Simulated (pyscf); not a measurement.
This saddle point was located with ωB97X-D3(BJ)/def2-SVP in PySCF.

```
O
B 1 1.4721
H 2 1.2034 1 115.93
H 2 1.2110 3 122.50 1 -153.39
H 1 1.2769 2 82.67 3 95.94
Cl 5 1.5002 1 139.13 2 9.68
Ge 1 1.8290 5 115.89 6 -109.05
H 7 1.5284 1 105.71 5 160.11
H 7 1.5285 8 113.11 1 -113.49
H 7 1.5304 8 112.89 9 -129.91
```
Charge 0, spin multiplicity 1.

Surface: singlet, charge 0. Lowest wavenumbers (cm⁻¹): 1129i, 60, 91, 204, 351.

Task: What reaction is this the transition state of?

Result: H₂B–O–GeH₃ + HCl <-> HO–GeH₃ + H₂B–Cl, a four-centre exchange read from left to right: B–O, Cl–H broken and H–O, B–Cl formed. At ωB97M-D3(BJ)/def2-TZVP it lies +0.66 eV from the left side and +0.11 eV from the right (each side as separated species at their lowest minima found). On the reactant side the descent ends in a complex, 0.25 eV under the separated species and 0.88 eV under the saddle at ωB97X-D3(BJ)/def2-TZVP. On the product side the descent ends in an adduct with a B–O contact, 0.86 eV under the separated species and 0.96 eV under the saddle at ωB97X-D3(BJ)/def2-TZVP. What is counted as broken (B–O) persists as a longer contact in the product adduct; parting that adduct is a step of its own. This is the saddle that the search found; another between the same sides may lie lower. Elements up to Kr have no core potential and no relativistic terms here.
